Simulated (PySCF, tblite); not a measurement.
Isobutyryl chloride, C4H7ClO.
Structure used (GFN2-xTB), in Å, numbered top down from 1:
```xyz
13
C4H7ClO angstrom
C      0.8792   -0.9914   -0.3654
C     -0.0062   -0.0012    0.4016
C     -1.4564   -0.0714   -0.0702
C      0.5343    1.3808    0.1863
O      0.0914    2.2566   -0.4732
Cl     2.0643    1.6349    1.0569
H      0.5097   -2.0023   -0.2144
H      1.9069   -0.9389   -0.0165
H      0.8576   -0.7692   -1.4299
H      0.0553   -0.2315    1.4695
H     -2.0711    0.6388    0.4768
H     -1.8499   -1.0716    0.0895
H     -1.5196    0.1670   -1.1287
```

Method: CAM-B3LYP/def2-SVPD in PySCF (dipole) on a GFN2-xTB geometry, gas phase.

Masses are those of the commonest isotopes; rigid-rotor values at the optimised geometry. The values belong to one conformer with, in the numbering `[CH3:1][CH:2]([CH3:3])[C:4](=[O:5])[Cl:6]`, C1–C2–C4–O5 107°.

**Question.** Give the principal moments of inertia and the rotational constants in MHz.

**Answer.** Ia = 113.71, Ib = 242.52, Ic = 311.54 u·Å²; 505379 MHz·u·Å²/I gives A = 4444, B = 2084, C = 1622 MHz.

**Question.** What kind of rotor is it?

**Answer.** An asymmetric top: κ = (2 × 2084 − 4444 − 1622)/(4444 − 1622) = -0.67.

**Question.** What does the inertial defect say?

**Answer.** Not planar: Δ = Ic − Ia − Ib = -44.69 u·Å². For a rigid frame Δ = −2 Σ m c², so Σ m c² = 22.35 u·Å² lies off the ab plane: 7.32 from hydrogen and 15.03 from heavier atoms. The atom farthest from that plane is 1.62 Å away.

**Question.** Which types of transition are allowed, and where do some lines up to J = 5 fall?

**Answer.** The dipole components are |μa| = 2.20 D, |μb| = 1.94 D, |μc| = 0.82 D. The squared components, which scale the intensities, stand as 1.00 : 0.78 : 0.14 (a : b : c). Some lines, for components of 0.1 D or more:

| type | branch | J(Ka,Kc) | MHz | lower level (cm⁻¹) |
| --- | --- | --- | --- | --- |
| a | Q | 1(1,0) ← 1(1,1) | 462 | 0.202 |
| a | Q | 2(1,1) ← 2(1,2) | 1385 | 0.434 |
| b | R | 4(2,2) ← 3(3,1) | 2641 | 1.521 |
| b | Q | 3(1,2) ← 3(0,3) | 4235 | 0.732 |
| c | Q | 3(2,2) ← 3(1,2) | 6430 | 0.873 |
| c | Q | 2(2,1) ← 2(1,1) | 7081 | 0.480 |
| b | Q | 2(2,0) ← 2(1,1) | 7143 | 0.480 |
| a | R | 2(1,1) ← 1(1,0) | 7874 | 0.218 |
| b | Q | 2(2,1) ← 2(1,2) | 8466 | 0.434 |
| b | Q | 5(2,4) ← 5(1,5) | 11417 | 1.813 |
| c | Q | 4(3,2) ← 4(2,2) | 12292 | 1.609 |
| b | Q | 4(3,2) ← 4(2,3) | 13149 | 1.580 |
| c | R | 2(2,0) ← 1(1,0) | 15016 | 0.218 |
| a | R | 5(0,5) ← 4(0,4) | 17536 | 1.208 |
| b | Q | 5(4,2) ← 5(3,3) | 18016 | 2.642 |
| b | R | 3(2,2) ← 2(1,1) | 18199 | 0.480 |
| a | R | 5(3,2) ← 4(3,1) | 18797 | 2.020 |
| b | Q | 5(5,1) ← 5(4,2) | 23196 | 3.243 |
| c | R | 5(1,4) ← 4(0,4) | 24936 | 1.208 |
| c | R | 4(3,2) ← 3(2,2) | 27925 | 1.087 |
| b | R | 4(3,1) ← 3(2,2) | 27961 | 1.087 |
| b | R | 5(3,3) ← 4(2,2) | 30985 | 1.609 |
| c | R | 5(3,3) ← 4(2,3) | 31842 | 1.580 |
| b | R | 4(4,1) ← 3(3,0) | 32970 | 1.521 |
| c | R | 5(4,1) ← 4(3,1) | 36676 | 2.020 |
| c | R | 5(5,0) ← 4(4,0) | 41861 | 2.621 |

**Question.** Estimate the classical rotational partition function at 10 K, 50 K and 298.15 K.

**Answer.** Point group C1, symmetry number σ = 1; q = (√π/σ)·√((kT/h)³/(ABC)), k/h = 20836.6 MHz/K: 1380 at 10 K, 15400 at 50 K, 224000 at 298.15 K.

Its GFN2-xTB frequencies are all real (lowest 44 cm⁻¹). Constants of a rigid frame at the computed geometry: no zero-point averaging, no centrifugal distortion. A rigid rotor knows nothing of internal rotation, which can split or shift real lines. Quadrupole hyperfine structure (35Cl) is left out.
